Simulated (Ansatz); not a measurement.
Which isomer of H6OSi2+ gives these data?

These gas-phase data were calculated for one isomer of H6OSi2+ at PBE0-D3(BJ)/def2-SVP (harmonic, unscaled wavenumbers; equilibrium rotational constants with average atomic masses):

- rotational constants: 14.15, 3.114, 2.749 GHz
- all wavenumbers above 1500 cm⁻¹: 3829, 3733, 2320, 2311, 2290, 2272, 1606

Candidates:

(1) the doublet with the links of `[SiH2][OH+][SiH3]`
(2) the doublet with the links of `[OH2+][SiH2][SiH2]`

Problem. Which candidate do the data belong to?

Solution. Candidate (2). 2 modes lie between 3300 and 4000 cm⁻¹, one for each O–H bond, while (1) has 1.

The same quantities for all candidates:

|  | rotational constants (GHz) | wavenumbers above 1500 cm⁻¹ | E above the lowest, PBE0-D3(BJ)/def2-SVP (kcal/mol) |
| --- | --- | --- | --- |
| (1) | 24.83, 2.896, 2.713 | 3771, 2344, 2343, 2303, 2292, 2233 | 0.0 |
| (2) | 14.15, 3.114, 2.749 | 3829, 3733, 2320, 2311, 2290, 2272, 1606 | 10.1 |

Harmonic stretches to hydrogen usually lie a few per cent above observed fundamentals. Each candidate is one conformer. Open shells are spin-unrestricted. Programs: Ansatz 0.2.0.
